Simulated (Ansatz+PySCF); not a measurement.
Results of a calculation; reference values are marked as such.
## Several solutions for singlet C2H6O

```yaml
atoms:
  - { symbol: C, position_ang: [0.0000, -0.4146, -0.3535] }
  - { symbol: C, position_ang: [0.0000, -0.4345, 1.1567] }
  - { symbol: O, position_ang: [0.0000, 0.9232, -0.7809] }
  - { symbol: H, position_ang: [-0.8892, -0.9616, -0.7300] }
  - { symbol: H, position_ang: [0.8892, -0.9616, -0.7300] }
  - { symbol: H, position_ang: [0.0000, -1.4668, 1.5374] }
  - { symbol: H, position_ang: [0.8896, 0.0825, 1.5468] }
  - { symbol: H, position_ang: [-0.8896, 0.0825, 1.5468] }
  - { symbol: H, position_ang: [0.0000, 0.9341, -1.7424] }
```

Basis set: def2-SVP (spherical functions). Charge 0, multiplicity 1.

CASSCF(2,2) was run from several starts with Ansatz (development build ahead of 0.2.0) and PySCF 2.14.0. The starts are those of the Hartree–Fock orbitals from which the active space was taken at the frontier.

```csv
run,program,start,converged,energy (hartree),<S²>
A,Ansatz,search for the lowest state,yes,-153.98743,0.00
B,PySCF,program defaults,yes,-153.97223,0.00
C,Ansatz,stability test followed,yes,-153.98743,0.00
D,Ansatz,"atomic start, no search",yes,-153.98743,0.00
```

(1) Which runs reached the lowest solution of this kind, and what is wrong with the others?

## Answers

(1) A, C, D reached the lowest solution found. Converged but too high: B by 0.41 eV. Convergence only shows a stationary point; in CASSCF the end hangs on which orbitals enter the active space. Caution: other starts end on other solutions of this active space.
